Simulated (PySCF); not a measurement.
# S: ionisation energy

S [Ne] 3s2 3p4 (3P) → S⁺ [Ne] 3s2 3p3 (4S), as a difference of total energies. All numbers are calculated (PySCF 2.14, the non-relativistic Hamiltonian (point nucleus), in def2-TZVP). Correlated levels: valence: [Ne] frozen. The calculations carry no spin-orbit coupling.

```csv
method,ionisation energy (eV),error (eV)
UHF,9.232,-1.104
PBE,10.420,+0.084
M06-2X,10.393,+0.057
MP2 (valence),9.954,-0.382
SCS-MP2 (valence),10.028,-0.308
CCSD (valence),10.058,-0.278
CCSD(T) (valence),10.090,-0.246
```

Reference: 10.336 eV (measured; NIST levels, between the centres of gravity of the two terms).

Errors of the correlated levels include the incompleteness of this basis and the frozen core.
